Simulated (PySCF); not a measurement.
Adding and removing an electron: NaS

PBE; PySCF, spin-free X2C with a Gaussian nucleus, basis sets Na jorge-DZP-DKH, S jorge-DZP-DKH. Neutral (UKS): doublet (π ↑), Re = 2.510 Å, ωe = 321 cm⁻¹, De = 2.58 eV, HOMO -3.98 eV, LUMO -3.71 eV.

NaS⁺ (UKS): triplet (π ↑↑), Re = 2.885 Å, ωe = 171 cm⁻¹, De = 0.59 eV to Na⁺ + S. The energies at the minima are -561.49037 hartree for NaS and -561.22070 for NaS⁺.

(1) Work out the adiabatic ionisation energy, without and with harmonic zero-point energies (1 hartree = 27.2114 eV, 1 eV = 8065.5 cm⁻¹), and the change of the bond length.

For an ion De counts to the pair picked by the measured ionisation energies or electron affinities, which need not be the lowest pair at this level. States were picked by a PBE0 search and need not be the measured ground states.

## Answers

(1) At PBE: 0.26967 hartree = 7.338 eV between the minima; the zero-point term (171.0 − 321.0)/2 cm⁻¹ = -0.009 eV makes it 7.329 eV. Re changes by +37.5 pm against the neutral. The electron leaves a π orbital, and the ion is left as a loose complex of an ion and an atom.
